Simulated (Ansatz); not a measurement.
We consider 1T (CdI2-type) PtS₂, described by LDA (Ansatz, an electronic-structure program, plane waves, PAW).

Settings: plane-wave cutoff 520 eV, 12×12×8 k mesh (along the axes of the cell as run), perturbation theory, scalar-relativistic PAW data made under PBE.

The cell has the measured lattice parameters. Conventional cell: a = 3.5420 Å, b = 3.5420 Å, c = 5.0430 Å, α = 90.00°, β = 90.00°, γ = 120.00°.

Harmonic phonon frequencies (cm⁻¹; i marks an imaginary mode; at Γ without the LO shift):

```
q point                          frequencies
-------  -----------------------------------
Γ              0 0 0 300 300 312 312 325 331
M        110 133 196 266 283 322 336 341 355
K        104 175 175 284 284 309 318 318 369
```

No imaginary mode appears at these points.

Note: the run warned that the k mesh is coarse for the response to a field; the cell isn't this level's own, so it is under some stress, which shifts stiffness and frequencies.
